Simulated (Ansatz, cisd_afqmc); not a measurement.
Species: P2, charge 0, singlet. P2 (SMILES P#P).
B3LYP-D3(BJ)/def2-TZVP minimum from Ansatz (a quantum-chemistry and plane-wave program):
```
P
P 1 1.8895
```
Charge 0, spin multiplicity 1.

Total energies in cc-pV(T+d)Z, 10 correlated electrons, 10 frozen orbitals. Radicals and triplets start from unrestricted determinants; spin-orbit coupling is neglected. Cores are frozen in correlated methods. No relativity. The Monte Carlo rows (phaseless AFQMC, CISD trial, step 0.005/hartree) carry one-sigma bars that omit the constraint's bias. Outlying blocks are dropped, and bars are widened where a walk drifts. Over all cases where full CI ran beside it in this data, AFQMC minus full CI had a median of +0.1 mEh and passed +0.4 mEh in a tenth of the cases. The restricted determinant of P2 (P#P, singlet) is unstable towards broken spin symmetry in at least one set run.

```tsv
method	program	energy (Eh)	minus CCSDT(Q) (mEh)
HF	Ansatz	-681.49314	320.41
MP2	Ansatz	-681.77182	41.73
CCSD	Ansatz	-681.78895	24.60
CCSD(T)	Ansatz	-681.81064	2.90
CCSDT(Q)	Ansatz	-681.81355	0.00
AFQMC/CISD	cisd_afqmc	-681.8128 ± 0.0005	0.8 ± 0.5
```

Rough core times of Ansatz's runs on a shared machine: CCSD(T) under 20 s, CCSDT(Q) 60 s.
